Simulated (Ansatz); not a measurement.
A run of Ansatz (development build ahead of 0.2.0) on triplet AlSi2H in separate pieces at this shape:

```xyz
4

Al    0.0000    0.0000    0.0000
H     0.0000    0.0000    4.2560
Si    0.0000    6.3973   -1.1280
Si    5.5401   -3.1987   -1.1280
```

Its results:

```json
{
 "Converged": "yes",
 "Total energy": "-821.19125 hartree",
 "Spin squared of the determinant": "2.000",
 "Stability test": "minimum among restricted orbitals"
}
```

(1) Which input gives this output? Name the method, the orbitals and the basis set, and write the input.

## Answers

(1) PBE0 (restricted open-shell) in pcseg-2.

```yaml
crystal:
  periodic: [false, false, false]
  atoms:
    - { symbol: Al, position_ang: [0.0, 0.0, 0.0] }
    - { symbol: H, position_ang: [0.0, 0.0, 4.256] }
    - { symbol: Si, position_ang: [0.0, 6.3973, -1.128] }
    - { symbol: Si, position_ang: [5.5401, -3.1987, -1.128] }
basis:
  gaussian: { orbitals: pcseg-2 }
magnetization:
  initial_magnetization: 2
hamiltonian:
  xc: pbe0
```

Caution: charge can spread falsely over distant fragments; an unrestricted determinant lies well below; other spin multiplicities may lie lower.
